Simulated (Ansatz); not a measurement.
C₄H₆, SMILES C=CC=C.

The structure is a stationary point at r2SCAN-D4/def2-SVP. Other conformers were not sampled.

Two levels are set side by side: PBE/def2-SVPD (Ansatz, a quantum-chemistry and plane-wave program) and CAM-B3LYP/def2-SVPD (Ansatz). Energy differences of separate SCF runs at the same geometry; the states with an electron removed or added have multiplicity 2 and 2. Differences are taken from unrounded values.

```json
[
 {"quantity": "vertical ionisation energy (eV)", "CAM-B3LYP": "8.93", "PBE": "8.90", "PBE minus CAM-B3LYP": "-0.02"},
 {"quantity": "vertical singlet–triplet gap (eV)", "CAM-B3LYP": "3.22", "PBE": "3.15", "PBE minus CAM-B3LYP": "-0.07"}
]
```
